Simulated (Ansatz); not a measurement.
Born–Oppenheimer molecular dynamics of AlClH2O (5 atoms, charge 0, multiplicity 1). It starts at the highest image of a converged band. Of that band: Neighbouring images differ by up to 1.6 eV, so the band resolves the path poorly. A vibrational analysis at the climbing image gives one clearly imaginary mode, 1981i cm⁻¹: a first-order saddle point.

Method: Ansatz, RHF/def2-SVP.

```
ensemble                      : NVE (velocity Verlet)
time step                     : 0.5 fs
steps asked                   : 200
starting velocities drawn for : 300 K
seed                          : 2784
```

First frame:

```xyz
5
Properties=species:S:1:pos:R:3
Al 0.208 0.097 -0.450
O 0.735 -0.059 1.260
H 0.668 -0.337 2.169
H 1.709 -0.066 0.349
Cl -1.875 0.084 -0.846
```

(1) How far do the bonds stretch over the last three quarters of this one trajectory? (Pairs bonded in most of those frames.)

Results:

(1) 
```tsv
bond	mean (Å)	spread (Å)	shortest	longest
Al1–Cl5	2.261	0.136	2.03	2.44
O2–H3	0.955	0.039	0.88	1.04
O2–H4	0.973	0.080	0.84	1.10
```

Mean temperature of the second half: 4111 K. The conserved energy stayed within 2.6 meV per atom of its start (net change -1 meV per atom), so the integration is sound. The kinetic energy rose, since the run started high on the potential surface and went downhill. It ends in pieces (AlCl + H2O), so much of that is their flight and rotation, not heat. A run of 0.1 ps of so small a system gives no equilibrium averages. The orbitals stay closed-shell, which can raise the energy where a bond breaks towards radicals; this wasn't checked here.

Time of the run: 99 s on 1 thread of Arm Neoverse V1, on a shared host, peak memory 0.094 GiB.
